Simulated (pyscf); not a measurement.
H₂Si=AsH + H• -> [HSi=AsH]• + H₂, a hydrogen abstraction (doublet surface; H–Si broken, H–H formed). Single points on ωB97X-D3(BJ)/def2-SVP structures (PySCF, gas phase). Energies in kcal/mol from the separated reactants.

Small-basis levels: PySCF, no dispersion term, spherical d functions. Open shells are spin-unrestricted. 

Q: Quick B3LYP/LANL2DZ single points give ΔE‡ = -0.5 kcal/mol and ΔE = -25.1 kcal/mol. What does ωB97M-D3(BJ)/def2-TZVP give, and how far is the quick result from it?

A: ωB97M-D3(BJ)/def2-TZVP gives ΔE‡ = 3.8 kcal/mol and ΔE = -18.6 kcal/mol. B3LYP/LANL2DZ lies 4.2 kcal/mol under it in the barrier and 6.5 kcal/mol under it in the reaction energy, so on this step it does not hold to within 3.0 kcal/mol. At B3LYP/LANL2DZ this geometry lies under one side, so its ΔE‡ may be no barrier of that level. ωB97M-D3(BJ)/def2-TZVP has limits of its own. [HSi=AsH]• lies 13.8 kcal/mol over its isomer H₂Si=As• (electronic energy, ωB97M-D3(BJ)). This is the saddle that the search found; another between the same sides may lie lower. The angle at the transferred H is 179°. In the def2 sets elements up to Kr have no core potential.
